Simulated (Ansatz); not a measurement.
# CAlP: the cost of one run

Computed with Ansatz 0.2.0, Gaussian basis. Level: def2-QZVPP, all electrons in the functionals.

Plan: PBE, BLYP, r2SCAN, B97M-V, PBE0, B3LYP, at charge 0, triplet; charge 0, singlet; charge 0, quintet; charge 1, doublet; charge 1, quartet.

2 further runs of the same task are left out: 2 set aside as unsound or not needed.

## Step 1: The system

The geometry is a PBE0/def2-TZVP stationary point (not a proven minimum).

3 atoms, charge 0, spin multiplicity 3.

Atoms are counted from 1 here; the program's logs count them from 0.

Bond lengths: Al1–C2 1.848 Å, C2–P3 1.569 Å. Angles: Al1–C2–P3 180.0°.

As a file:

```xyz
3

Al    0.00000    0.00000    1.75477
C     0.00000    0.00000   -0.09293
P     0.00000    0.00000   -1.66183
```

No dispersion term is added; B97M-V holds VV10 nonlocal correlation. B3LYP takes the VWN-RPA correlation.

The geometry shown and the zero of energy belong to the point charge 0, triplet. The yardstick, UCCSD(T), and other wave-function levels (R restricted, U unrestricted, valence and pair active spaces) come from earlier runs.

## Step 2: PBE, charge 0, triplet

Input file in.yaml:

```yaml
crystal:
  periodic: [false, false, false]
  atoms:
    - {symbol: Al, position_ang: [0.000000, 0.000000, 1.754767]}
    - {symbol: C, position_ang: [0.000000, 0.000000, -0.092933]}
    - {symbol: P, position_ang: [0.000000, 0.000000, -1.661833]}
basis:
  gaussian: {orbitals: "def2-QZVPP.json"}
magnetization: {spin_polarized: true, initial_magnetization: 2}
hamiltonian: {xc: {name: PBE}}
output: {orbitals: {seedname: orbitals}}
```

Started as:

```sh
> ansatz run in.yaml --threads 1 --pin off --events-out ev --progress --plain --max-ram 2393MiB
```

**Question.** How long does this run take on 1 thread of Intel Xeon 6975P-C, shared host, and how much memory does it need?

About 15 s, with a peak of 0.48 GiB.
